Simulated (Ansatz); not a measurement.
# SiH3(NHEt) (C2H9NSi): a spread of methods and bases

Aim: run SiH3(NHEt) (C2H9NSi) under a spread of inputs, and see what each costs and gives.

Program: Ansatz 0.2.0, Gaussian basis. Level of theory: the settings change from run to run. These are calculated values, not measurements.

## Step 1: The geometry

The structure was relaxed beforehand with PBE-D4/def2-SVP.

13 atoms, charge 0, spin multiplicity 1.

Atoms are counted from 1 here; the program's logs count them from 0.

Bond lengths: Si1–H2 1.504 Å, Si1–H3 1.516 Å, Si1–H4 1.507 Å, Si1–N5 1.745 Å, N5–C6 1.457 Å, N5–H8 1.024 Å, C6–C7 1.533 Å, C6–H9 1.114 Å, C6–H10 1.113 Å, C7–H11 1.110 Å, C7–H12 1.110 Å, C7–H13 1.110 Å. Angles: H2–Si1–H3 107.4°, H2–Si1–H4 110.9°, H2–Si1–N5 106.9°, H3–Si1–H4 106.4°, H3–Si1–N5 116.9°, H4–Si1–N5 108.4°, Si1–N5–C6 124.2°, Si1–N5–H8 116.6°, C6–N5–H8 113.4°, N5–C6–C7 115.0°, N5–C6–H9 109.4°, N5–C6–H10 107.9°, C7–C6–H9 109.4°, C7–C6–H10 109.5°, H9–C6–H10 105.3°, C6–C7–H11 111.2°, C6–C7–H12 111.4°, C6–C7–H13 111.0° and more.

## Step 2: r2SCAN0/6-31G

Set apart from the defaults: multiplicity 3, D3(BJ) with three-body dispersion.

Input file in.yaml:

```yaml
crystal:
  periodic: [false, false, false]
  atoms:
    - {symbol: Si, position_ang: [0.431562, 1.527357, 1.135700]}
    - {symbol: H, position_ang: [0.071010, 1.900512, 2.547727]}
    - {symbol: H, position_ang: [1.916601, 1.221327, 1.112553]}
    - {symbol: H, position_ang: [0.221676, 2.691655, 0.202771]}
    - {symbol: N, position_ang: [-0.647294, 0.240447, 0.661221]}
    - {symbol: C, position_ang: [-0.713760, -0.319505, -0.682725]}
    - {symbol: C, position_ang: [0.289200, -1.443376, -0.967444]}
    - {symbol: H, position_ang: [-0.917809, -0.423888, 1.391910]}
    - {symbol: H, position_ang: [-1.747036, -0.688182, -0.878715]}
    - {symbol: H, position_ang: [-0.555458, 0.510688, -1.406611]}
    - {symbol: H, position_ang: [1.333524, -1.091456, -0.838060]}
    - {symbol: H, position_ang: [0.182148, -1.827804, -2.003305]}
    - {symbol: H, position_ang: [0.135637, -2.297786, -0.275033]}
basis:
  gaussian: {orbitals: 6-31G}
magnetization: {spin_polarized: true, initial_magnetization: 2}
hamiltonian: {xc: {name: r2SCAN0}, dispersion: d3bjatm}
scf: {omitted_lower_state_checks: [starts]}
output: {forces: true}
```

Launch:

```bash
ansatz run in.yaml --threads 4 --pin off --events-out ev --progress --plain --max-ram 3916MiB
```

The log of the run, cut to the lines that bear on the results:

```text
Functional definition: r2SCAN0
  name "r2SCAN0"
  cite "Bursch, Neugebauer, Ehlert & Grimme, J. Chem. Phys. 156, 134105 (2022) doi:10.1063/5.0086040"
  cite "Furness, Kaplan, Ning, Perdew & Sun, J. Phys. Chem. Lett. 11, 8208 (2020) doi:10.1021/acs.jpclett.0c02405"
  cite "Furness, Kaplan, Ning, Perdew & Sun, J. Phys. Chem. Lett. 11, 9248 (2020) doi:10.1021/acs.jpclett.0c03077"
  parent r2scan
[...]
814 factors; integrals over basis functions are off by at most 1.8e-4 eV
[...]
mean field -11576.91568632 eV, -425.4438043569 hartree, gradient 8.4e-5 eV, S^2 2.007470; 0 other end points of the search recorded, 0 dependent functions left out
[...]
reference -11576.91569618 eV, -425.4438047192 hartree; 22, 20 occupied and 36, 38 virtual orbitals, 814 factors
Total energy: -11576.99637140 eV, -425.4467694791 hartree
Atom 0 at     0.431562     1.527357     1.135700 Å, force     3.271610     4.256374     1.408469 eV/Å
Atom 1 at     0.071010     1.900512     2.547727 Å, force    -0.163974    -0.310260    -0.184128 eV/Å
Atom 2 at     1.916601     1.221327     1.112553 Å, force    -0.144954     0.028115     0.002963 eV/Å
Atom 3 at     0.221676     2.691655     0.202771 Å, force    -0.105064    -0.278048     0.007933 eV/Å
Atom 4 at    -0.647294     0.240447     0.661221 Å, force    -1.354208    -3.239367    -2.248214 eV/Å
Atom 5 at    -0.713760    -0.319505    -0.682725 Å, force    -1.303893     0.748935    -1.853120 eV/Å
Atom 6 at     0.289200    -1.443376    -0.967444 Å, force     0.770327    -0.730904     0.567796 eV/Å
Atom 7 at    -0.917809    -0.423888     1.391910 Å, force    -0.904949    -0.882817     1.221967 eV/Å
Atom 8 at    -1.747036    -0.688182    -0.878715 Å, force     0.603726     0.108316     0.404312 eV/Å
Atom 9 at    -0.555458     0.510688    -1.406611 Å, force     0.059473    -0.470104     0.594150 eV/Å
Atom 10 at     1.333524    -1.091456    -0.838060 Å, force    -0.670096    -0.146852    -0.048751 eV/Å
Atom 11 at     0.182148    -1.827804    -2.003305 Å, force    -0.170277     0.409810     0.520304 eV/Å
Atom 12 at     0.135637    -2.297786    -0.275033 Å, force     0.112279     0.506801    -0.393681 eV/Å
Dipole moment:    -0.370933    -0.690047    -0.544917 e Å
Checks for a lower state left out: starts
```

Wall time 2.9 s (4 threads of Arm Neoverse V2, shared host).

Largest force 5.550 eV/Å, dipole 4.58 D, ⟨S²⟩ 2.007.

## Step 3: RPBE/def2-TZVP

Edit in.yaml of step 2 so:

```diff
@@ -17,5 +17,4 @@
 basis:
-  gaussian: {orbitals: 6-31G}
-magnetization: {spin_polarized: true, initial_magnetization: 2}
-hamiltonian: {xc: {name: r2SCAN0}, dispersion: d3bjatm}
+  gaussian: {orbitals: def2-TZVP}
+hamiltonian: {xc: {name: RPBE}}
 scf: {omitted_lower_state_checks: [starts]}
```

Same command.

The log of the run, cut to the lines that bear on the results:

```text
Functional definition: RPBE
  name "RPBE"
  cite "Hammer, Hansen & Nørskov, Phys. Rev. B 59, 7413 (1999) doi:10.1103/PhysRevB.59.7413"
  cite "Perdew, Burke & Ernzerhof, Phys. Rev. Lett. 77, 3865 (1996) doi:10.1103/PhysRevLett.77.3865"
[...]
1163 factors; their error is unknown
[...]
mean field -11589.76929085 eV, -425.9161656109 hartree, gradient 2.2e-5 eV, S^2 0.000000; 0 other end points of the search recorded, 0 dependent functions left out
[...]
reference -11589.76933914 eV, -425.9161673855 hartree; 21, 21 occupied and 163, 163 virtual orbitals, 1163 factors
Total energy: -11589.76933914 eV, -425.9161673855 hartree
Atom 0 at     0.431562     1.527357     1.135700 Å, force    -0.001810     0.047005     0.049211 eV/Å
Atom 1 at     0.071010     1.900512     2.547727 Å, force     0.027000    -0.029707    -0.106948 eV/Å
[...]
Atom 4 at    -0.647294     0.240447     0.661221 Å, force     0.014069     0.114783     0.477101 eV/Å
Atom 5 at    -0.713760    -0.319505    -0.682725 Å, force    -0.306448     0.083740    -0.494220 eV/Å
Atom 6 at     0.289200    -1.443376    -0.967444 Å, force     0.314533    -0.345652    -0.069575 eV/Å
Atom 7 at    -0.917809    -0.423888     1.391910 Å, force     0.074683     0.141588    -0.179370 eV/Å
Atom 8 at    -1.747036    -0.688182    -0.878715 Å, force     0.226372     0.076906     0.066884 eV/Å
Atom 9 at    -0.555458     0.510688    -1.406611 Å, force    -0.025292    -0.190900     0.176499 eV/Å
Atom 10 at     1.333524    -1.091456    -0.838060 Å, force    -0.245902    -0.089893    -0.038646 eV/Å
Atom 11 at     0.182148    -1.827804    -2.003305 Å, force     0.010822     0.092057     0.215757 eV/Å
Atom 12 at     0.135637    -2.297786    -0.275033 Å, force     0.030757     0.189135    -0.159384 eV/Å
Dipole moment:    -0.077806    -0.248192    -0.049052 e Å
Checks for a lower state left out: starts
```

Wall time 1.5 s (4 threads of Arm Neoverse V2, shared host).

Largest force 0.588 eV/Å, dipole 1.27 D.

## Step 4: BCCD(T)/STO-3G

Edit in.yaml of step 3 so:

```diff
@@ -17,5 +17,5 @@
 basis:
-  gaussian: {orbitals: def2-TZVP}
-hamiltonian: {xc: {name: RPBE}}
+  gaussian: {orbitals: STO-3G}
+hamiltonian: {xc: {name: HF}}
+correlation: {method: bccd_t}
 scf: {omitted_lower_state_checks: [starts]}
-output: {forces: true}
```

Launched as before.

The log of the run, cut to the lines that bear on the results:

```text
Functional definition: HF
  name "HF"
  cite "Fock, Z. Phys. 61, 126 (1930) doi:10.1007/BF01340294"
  parent pbe
[...]
434 factors; integrals over basis functions are off by at most 3.6e-5 eV
[...]
mean field -11412.37744004 eV, -419.3971353343 hartree, gradient 6.5e-7 eV, S^2 0.000000; 0 other end points of the search recorded, 0 dependent functions left out
8 core orbitals not correlated: weight in the atoms' cores, before any rotation towards them, 1.000 or more for the frozen orbitals, at most 0.000 for the correlated occupied ones
reference -11412.37744004 eV, -419.3971353343 hartree; 13, 13 occupied and 12, 12 virtual orbitals, 434 factors
second order -5.25010557 eV of doubles, -0.00000000 eV of singles
cycle   1  -6.44747551 eV  change    -1.2e0 eV  update   8.3e-2
[...]
cycle   8  -7.04760938 eV  change   -5.6e-6 eV  update   1.5e-5
perturbative correction -0.07094381 eV, -0.0026071369 hartree
Total energy: -11419.49599323 eV, -419.6587373387 hartree
Checks for a lower state left out: starts
```

It took 0.2 s on 4 threads of Arm Neoverse V2, shared host.

## Step 5: CCSD(T)/aug-cc-pVDZ

Options: density fitting with cc-pVTZ-jkfit, relativity set to none.

Edit in.yaml of step 4 so:

```diff
@@ -17,5 +17,5 @@
 basis:
-  gaussian: {orbitals: STO-3G}
-hamiltonian: {xc: {name: HF}}
-correlation: {method: bccd_t}
+  gaussian: {orbitals: aug-cc-pVDZ, fitting: {mean_field: cc-pVTZ-jkfit}}
+hamiltonian: {xc: {name: HF}, pseudopotentials: {relativity: none}}
+correlation: {method: ccsd_t}
 scf: {omitted_lower_state_checks: [starts]}
```

The command is unchanged.

The log of the run, cut to the lines that bear on the results:

```text
Functional definition: HF
  name "HF"
  cite "Fock, Z. Phys. 61, 126 (1930) doi:10.1007/BF01340294"
  parent pbe
[...]
628 factors; integrals over basis functions are off by at most 2.6e-1 eV
[...]
mean field -11547.90199514 eV, -424.3775708721 hartree, gradient 2.2e-6 eV, S^2 0.000000; 0 other end points of the search recorded, 0 dependent functions left out
8 core orbitals not correlated: weight in the atoms' cores, before any rotation towards them, 1.000 or more for the frozen orbitals, at most 0.000 for the correlated occupied ones
reference -11547.90199514 eV, -424.3775708721 hartree; 13, 13 occupied and 156, 156 virtual orbitals, 628 factors
second order -16.22819009 eV of doubles, -0.00000000 eV of singles
cycle   1  -17.30057880 eV  change    -1.1e0 eV  update   9.3e-2
[...]
cycle   9  -17.89664637 eV  change   -6.5e-6 eV  update   2.3e-5
perturbative correction -0.56394425 eV, -0.0207245690 hartree
Total energy: -11566.36258576 eV, -425.0559850646 hartree
Checks for a lower state left out: starts
```

Run time: 21 s. Hardware: 4 threads of Arm Neoverse V2, shared host; peak memory 1.5 GiB.

T1 0.011.

## Step 6: The runs in one table

```
              level  charge  multiplicity  geometry  functions  energy (eV)   time
      r2SCAN0/6-31G       0             3   relaxed         58   -11576.996  2.9 s
     RPBE/def2-TZVP       0             1   relaxed        184   -11589.769  1.5 s
     BCCD(T)/STO-3G       0             1   relaxed         33   -11419.496  0.2 s
CCSD(T)/aug-cc-pVDZ       0             1   relaxed        177   -11566.363   21 s
```

## Step 7: What came out

| quantity | value |
| --- | --- |
| runs | 4 |
| quickest | BCCD(T)/STO-3G, 0.2 s |
| slowest | CCSD(T)/aug-cc-pVDZ, 21 s |
| spread of total energies, same state and geometry | 170.3 eV |

**Reading.** Run time spans a factor of 103, from BCCD(T)/STO-3G to CCSD(T)/aug-cc-pVDZ. The jobs differ in tasks and options as well as level. Total energies at one charge and spin differ by 170 eV between levels, so only differences within one level mean anything. At the PBE-D4/def2-SVP geometry and in the same state, the sound runs without point charges leave forces up to 0.59 eV/Å (RPBE/def2-TZVP).
